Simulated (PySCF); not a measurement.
**LiC: energy against distance**

Set-up: PySCF, no relativity, basis sets Li pcseg-2, C pcseg-2. Energies in eV from Li + C in their ground configurations at the same level. State: ⁴Σ⁻ (quartet), unpaired electrons σ ↑, π ↑↑.

```csv
R (Å),M06-L
1.616,-2.641
1.691,-2.857
1.766,-2.978
1.823,-3.021
1.879,-3.034
1.935,-3.021
2.010,-2.973
2.104,-2.879
2.217,-2.733
2.368,-2.507
```

Put a parabola through the three lowest points of the M06-L curve and estimate Re, k and ωe (reduced mass 4.427 u; 1 eV/Å² = 0.16022 mdyn/Å; ωe = 1302.8·√(k/μ) cm⁻¹).

Through R = 1.823, 1.879, 1.935 Å the second-order coefficient is 4.15 eV/Å², so Re ≈ 1.879 Å, k ≈ 1.33 mdyn/Å and ωe ≈ 714 cm⁻¹. A polynomial fit of higher order to the unrounded M06-L energies gives Re = 1.876 Å, k = 1.28 mdyn/Å, ωe = 699 cm⁻¹; anharmonicity and rounding make the difference.

The higher-order fit for each curve: M06-L: Re = 1.876 Å, ωe = 699 cm⁻¹, De = 3.03 eV.

The state was picked by a PBE0 search and need not be the measured ground state.
